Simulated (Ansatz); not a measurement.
Reaction (isomerisation): `F[C@H]1C[C@@H](F)C1` → `C/C(F)=C/CF`

Isolated molecules relaxed with PBE0-D4/def2-TZVP in Ansatz; ΔE leaves out vibrations. CCSD(T)/CBS adds triple-zeta CCSD(T) − MP2 to the extrapolated MP2 energy (def2 sets, frozen cores). Functionals use def2-TZVPP. B3LYP here is the variant with VWN-RPA as its local correlation; programs differ in this. Each species was taken in one conformer, which may not be the lowest.

```csv
level,ΔE (kJ/mol),difference from CCSD(T)/CBS
r2SCAN-D4,-17.3,-4.8
PBE0-D4,-4.1,8.4
ωB97X-V,-0.7,11.8
ωB97M-V,-8.2,4.3
r2SCAN,-17.4,-4.9
PBE0,-5.1,7.4
B3LYP,-30.1,-17.6
SCS-MP2/def2-TZVPP,-11.5,1.0
SCS-MP2/def2-QZVPP,-12.0,0.5
CCSD/CBS(def2),-11.1,1.4
CCSD(T)/CBS,-12.5,0
```

Largest T1 diagnostic among the species: 0.011.

From PBE to PBE0 (25 % exact exchange), in def2-TZVPP and without D4, ΔE moves by +10.3 kJ/mol. In def2-TZVPP, CCSD(T) changes the Hartree–Fock value by +12.5 kJ/mol (the triples alone add −1.4 kJ/mol) and MP2 by +16.9 kJ/mol.
